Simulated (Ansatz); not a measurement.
Relaxation of ClH$_{3}$Si (5 atoms, charge 0, multiplicity 1), to a largest force component of 0.02 eV/Å in at most 40 steps.

These are results of Ansatz, RKS B3LYP/def2-TZVP, not measurements.

```xyz
5
Properties=species:S:1:pos:R:3
Si 0.000 0.000 0.000
H 0.000 0.000 1.460
H 1.377 0.000 -0.486
Cl -1.003 1.738 -0.709
H -0.688 -1.191 -0.486
```

Task: Where does it end, and by what steps?

Result: It converged. After 4 steps the energy has fallen by 0.044 eV; Cl4 moved furthest, 0.06 Å.

```json
{"step": "0", "energy less start (eV)": "0.0000", "largest force component (eV/Å)": "0.797", "accepted": "yes"}
{"step": "1", "energy less start (eV)": "-0.0367", "largest force component (eV/Å)": "0.379", "accepted": "yes"}
{"step": "2", "energy less start (eV)": "-0.0405", "largest force component (eV/Å)": "0.291", "accepted": "yes"}
{"step": "3", "energy less start (eV)": "-0.0435", "largest force component (eV/Å)": "0.022", "accepted": "yes"}
{"step": "4", "energy less start (eV)": "-0.0435", "largest force component (eV/Å)": "0.002", "accepted": "yes"}
```

```xyz
5
Properties=species:S:1:pos:R:3
Si -0.001 0.001 0.000
H -0.013 0.023 1.476
H 1.387 0.023 -0.504
Cl -0.975 1.689 -0.689
H -0.713 -1.189 -0.504
```

Time of the run: 5.9 s on 2 threads of Arm Neoverse V1 (shared host), peak memory 0.14 GiB.
